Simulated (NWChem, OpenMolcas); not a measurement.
# Worked example: vertical ionisation energy of MgO (magnesium oxide)

The species is MgO (2 atoms), meant as a singlet with charge 0. SMILES: `[O]=[Mg]`. Geometry: a GFN2-xTB relaxation, a rough one for these elements and not checked as a minimum.

```xyz
2

O     0.0000    0.0000    0.0000
Mg    0.0000    0.0000    1.6420
```

Both states at this one shape; open shells run unrestricted unless said. 1 Eh = 27.2114 eV.

```tsv
level	program	singlet MgO (Eh)	doublet MgO+ (Eh)	HOMO of the first (eV)
HF/STO-3G	OpenMolcas	-270.769324	-270.777171	-3.12
SOGGA11/jorge-TZP-DKH (DKH2)	NWChem	-275.605740	-275.303787	-4.52
M06-2X/STO-3G	OpenMolcas	-271.581854	-271.491644	-1.25
```

Task: Work out the vertical ionisation energy at each level.

Result: 
1. HF/STO-3G: -270.777171 − (-270.769324) = -0.007847 Eh = -0.21 eV; −ε(HOMO) = 3.12 eV.
2. SOGGA11/jorge-TZP-DKH (DKH2): -275.303787 − (-275.605740) = 0.301953 Eh = 8.22 eV; −ε(HOMO) = 4.52 eV.
3. M06-2X/STO-3G: -271.491644 − (-271.581854) = 0.090210 Eh = 2.45 eV; −ε(HOMO) = 1.25 eV.

No measured value is set beside it here; the levels span -0.21 to 8.22 eV. In Hartree–Fock, −ε(HOMO) (Koopmans) exceeds the difference of totals by the orbital relaxation of the ion. In semi-local functionals −ε(HOMO) lies far under the ionisation energy, a result of self-interaction, while the difference of totals does much better. Hartree–Fock favours the state with fewer electron pairs, since it lacks pair correlation. Minimal sets are far from the basis-set limit.
